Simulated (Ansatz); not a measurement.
C3H5N can be A, `C=C=CN`, or B, `C1=CNC1`.

Program: Ansatz. Geometries: PBE0-D4/def2-TZVP. ΔE: electronic, gas phase. CCSD(T)/CBS is the MP2 limit (def2-TZVPP, def2-QZVPP) plus CCSD(T) − MP2 in def2-TZVPP, frozen cores. Functionals use def2-TZVPP. Each species was taken in one conformer, which may not be the lowest.

(1) Which is lower in electronic energy at CCSD(T)/CBS, and by how much? (Best estimate.)

(2) Give E(B) − E(A) in kcal/mol with BLYP-D4, MP2/def2-TZVPP, PBE-D4, ωB97M-V, PBE0-D4, r2SCAN-D4, B2PLYP. (Estimate.)

(3) Does the order hold for the free energy at 298.15 K (harmonic terms from PBE0-D4)? (An estimate is asked.)

Largest T1 diagnostic: 0.012.

Answers

(1) Ansatz gave: A, by 3.3 kcal/mol.

(2) The calculation gave: BLYP-D4 10.0, MP2/def2-TZVPP 1.2, PBE-D4 4.4, ωB97M-V 3.7, PBE0-D4 2.5, r2SCAN-D4 5.7, B2PLYP 6.1. None reverses the order clearly.

(3) The calculation gave: Yes: G(B) − G(A) = +5.3 kcal/mol, for one conformer each.

From PBE to PBE0 (25 % exact exchange), in def2-TZVPP and without D4, E(B) − E(A) moves by −2.1 kcal/mol. In def2-TZVPP, CCSD(T) changes the Hartree–Fock value by −4.1 kcal/mol (the triples alone add −0.2 kcal/mol) and MP2 by −6.2 kcal/mol.
